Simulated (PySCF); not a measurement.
# Static response to an electric field

Species: C₃H₄.
Geometry (GFN2-xTB, Å), atoms numbered from 1 in this order:
```xyz
7
C3H4 angstrom
C     -0.586    0.661   -0.076
C     -0.620   -0.631    0.034
C      0.749   -0.017    0.018
H     -1.074    1.599   -0.172
H     -1.156   -1.544    0.098
H      1.321    0.046    0.939
H      1.369   -0.109   -0.868
```

Level: wB97X-D/def2-SVPD (PySCF), static field, nuclei fixed, core orbitals frozen in the response. The polarisability tensor in these axes (au):

```
x   36.22  0.01  0.26
y    0.01 35.95 -0.79
z    0.26 -0.79 26.84
```

Give the principal values, the mean and the anisotropy Δα = √{½[(α1 − α2)² + (α2 − α3)² + (α1 − α3)²]}.

Principal values 26.76, 36.02 and 36.22 au; mean 33.00 au = 4.89 Å³ = 5.44 × 10⁻⁴⁰ C²·m²/J; Δα = 9.36 au (28 % of the mean).

What is the dipole moment, and where does it point?

(-0.46, 0.01, -0.01) D, 0.46 D in size, pointing from the negative to the positive side. Measured along this direction, the outermost atoms are H6 and H7 at the negative end and H5 and H4 at the positive end.

Refractivity n − 1 of an ideal gas of it at 500 K and 1 atm, from the electronic α?

N = p/kT = 1.4678 × 10¹⁹ cm⁻³, so n − 1 = 2π × N × 4.89 × 10⁻²⁴ cm³ = 451 × 10⁻⁶ at long wavelengths.

Form Σ f/ω² (atomic units) for the 8 lowest TDDFT singlets, given as eV and f, and set it beside the mean polarisability, which is this sum over all singlets: 6.46, 0.0749; 6.59, 0.0014; 7.49, 0.0094; 7.69, 0.0000; 7.98, 0.0422; 7.98, 0.0000; 8.78, 0.0107; 9.27, 0.0898.

They add up to 2.84 au, 8.6 % of the 33.00 au; the largest single term is 1.33 au, from the state at 6.46 eV. Terms in order: 1.33, 0.02, 0.12, 0.00, 0.49, 0.00, 0.10, 0.77 au. Higher excitations give the rest. The strengths listed sum to 0.228.

What are the principal values of the traceless quadrupole moment, Θ = ½Σq(3rr − r²1), about the centre of nuclear charge?

-1.71, -0.70, 2.40 D·Å. The values depend on the origin, since the dipole doesn't vanish. The electronic extent ⟨r²⟩ about the same centre is 131 bohr², a root-mean-square distance of 1.29 Å for the 22 electrons.

What molar refraction does this α imply?

Lorentz–Lorenz: R = (4π/3)N_A α = 2.5225 cm³/(mol·Å³) × 4.89 Å³ = 12.3 cm³/mol, in the limit of long wavelengths.

Geometry: GFN2-xTB; no solvent, vibrations or thermal averaging.

These values come from a run that also computed excited states. Hardware: one thread of an x86-64 server (shared host). Cost: 3.9 s wall.
